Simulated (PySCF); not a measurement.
BF₃, SMILES FB(F)F. Atoms are numbered in the order given.

```xyz
4

B      0.0000     0.0000     0.0000
F     -1.3253     0.0000     0.0000
F      0.6627     1.1478     0.0000
F      0.6627    -1.1478     0.0000
```
Charge 0, spin multiplicity 1.

Geometry optimised at PBE-D3(BJ)/def2-TZVP. The isomer is the one that the SMILES or the coordinates give; other isomers of the formula were not compared.

Calculation: B3LYP/pcJ-1 in PySCF.

Isotropic couplings with Fermi-contact, spin-dipole and both spin-orbit terms, one fixed conformer, no vibrational averaging. Isotopes: 11B, 19F.

Computed spin–spin coupling constants:
| pair | bonds apart | J (Hz) |
|---|---|---|
| B1–F2 | 1 | -82.7 |
| B1–F3 | 1 | -82.7 |
| B1–F4 | 1 | -82.7 |
| F2–F3 | 2 | -197.0 |
| F2–F4 | 2 | -197.0 |
| F3–F4 | 2 | -197.0 |
